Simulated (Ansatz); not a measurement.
The cluster B2H2⁺ was relaxed with r2SCAN-D4 (def2-TZVP) in Ansatz in these states: charge +1 doublet, charge +1 quartet. The geometries follow in no particular order.

A:

Cartesian coordinates in Å:
```
B -0.468 0.524 -0.394
B 0.466 -0.525 0.396
H 1.148 -1.287 0.970
H -1.146 1.287 -0.972
```

B:

```xyz
4

B     0.2893   -0.2031   -0.2149
B    -0.2712    0.0393    1.2813
H    -0.7719    0.5938    0.2042
H     0.7537   -0.4299   -1.2707
```

Q: Judge from the bond lengths which geometry belongs to which state (an estimate).

A: A is the charge +1 doublet (B2–H3 1.173 Å, B1–B2 1.612 Å, B1–H4 1.173 Å); B is the charge +1 quartet (B2–H3 1.311 Å, B1–B2 1.616 Å, B1–H4 1.176 Å).

At PBE0-D4/def2-TZVP a doublet lies 2.77 eV below the charge +1 quartet. These are the stationary points nearest to one start from a short search; other shapes may lie lower in each state.
